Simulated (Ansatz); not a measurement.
Input file:

```yaml
crystal:
  periodic: [false, false, false]
  atoms:
    - {symbol: N, position_ang: [0.000000, 0.000000, 0.000000]}
    - {symbol: S, position_ang: [0.000000, 0.000000, 1.734000]}
basis:
  gaussian: {orbitals: 6-31G}
total_charge: 1
magnetization: {spin_polarized: true, initial_magnetization: 0}
correlation: {method: ccsdtq, electrons: outside_noble_gas}
```

```sh
$ ansatz run in.yaml --threads 1 --pin off --events-out ev --progress --plain --max-ram 2393MiB
```

(1) Roughly how long does this take on 1 thread of Arm Neoverse V1, shared host, and how much host memory?

```
456 factors; integrals over basis functions are off by at most 3.7e-8 eV
mean field evaluation 1: about -12279.3908 eV, gradient 2.5e1 eV
mean field evaluation 2: about -12279.4735 eV, gradient 2.5e1 eV
mean field evaluation 4: about -12282.5398 eV, gradient 1.9e0 eV
mean field evaluation 8: about -12282.6387 eV, gradient 2.7e-1 eV
mean field evaluation 16: about -12282.6390 eV, gradient 9.4e-5 eV
mean field evaluation 32: about -12282.6577 eV, gradient 1.9e-6 eV
mean field evaluation 64: about -12284.2214 eV, gradient 6.3e-1 eV
mean field evaluation 96: about -12282.6390 eV, gradient 5.6e-5 eV
mean field evaluation 128: about -12276.5788 eV, gradient 2.1e1 eV
mean field evaluation 160: about -12280.8016 eV, gradient 2.6e0 eV
...
mean field -12285.91220214 eV, -451.4989457382 hartree, gradient 2.3e-6 eV, S^2 1.746478; 10 other end points of the search recorded, 0 dependent functions left out
determinant -12285.91220214 eV, -451.4989457382 hartree, with singles and doubles -12289.76783552 eV, -451.6406376515 hartree
determinant -12284.23226158 eV, -451.4372090612 hartree, with singles and doubles -12290.30046025 eV, -451.6602112494 hartree
determinant -12285.91220214 eV, -451.4989457382 hartree, with singles and doubles -12290.01483859 eV, -451.6497148468 hartree
determinant -12284.23226158 eV, -451.4372090612 hartree, with singles and doubles -12290.35466699 eV, -451.6622033102 hartree
determinant -12283.92982811 eV, -451.4260948364 hartree, with singles and doubles -12289.82385195 eV, -451.6426962175 hartree
determinant -12282.65771240 eV, -451.3793454461 hartree, with singles and doubles -12289.85333533 eV, -451.6437797118 hartree
determinant -12282.63898604 eV, -451.3786572653 hartree, with singles and doubles -12289.87018290 eV, -451.6443988485 hartree
6 core orbitals not correlated: weight in the atoms' cores, before any rotation towards them, 1.000 or more for the frozen orbitals, at most 0.000 for the correlated occupied ones
reference -12285.91220214 eV, -451.4989457382 hartree; 5, 5 occupied and 11, 11 virtual orbitals, 456 factors
second order -2.39572637 eV of doubles, -0.00000000 eV of singles
...
cycle  26  -4.55085262 eV  change   -2.4e-5 eV  update   2.5e-6
cycle  27  -4.55085746 eV  change   -4.8e-6 eV  update   1.3e-6
cycle  28  -4.55086439 eV  change   -6.9e-6 eV  update   8.5e-7
cycle  29  -4.55086792 eV  change   -3.5e-6 eV  update   5.5e-7
cycle  30  -4.55086981 eV  change   -1.9e-6 eV  update   3.6e-7
cycle  31  -4.55086914 eV  change    6.7e-7 eV  update   3.0e-7
cycle  32  -4.55087117 eV  change   -2.0e-6 eV  update   1.9e-7
cycle  33  -4.55087229 eV  change   -1.1e-6 eV  update   1.6e-7
cycle  34  -4.55087361 eV  change   -1.3e-6 eV  update   1.2e-7
cycle  35  -4.55087353 eV  change    8.0e-8 eV  update   1.0e-7
Total energy: -12290.46307567 eV, -451.6661872558 hartree
```

The determinant's ⟨S²⟩ is 1.75 against 0.00 for a pure state. The T1 diagnostic is 0.160.

For the same geometry and basis full CI lies 35.0 meV lower. RHF is unstable: UHF (⟨S²⟩ = 1.75) lies 3.25 eV below the lowest RHF solution. Higher spins weren't run at this geometry and may lie near or lower.

Results:

(1) 53 s wall and 0.37 GiB.
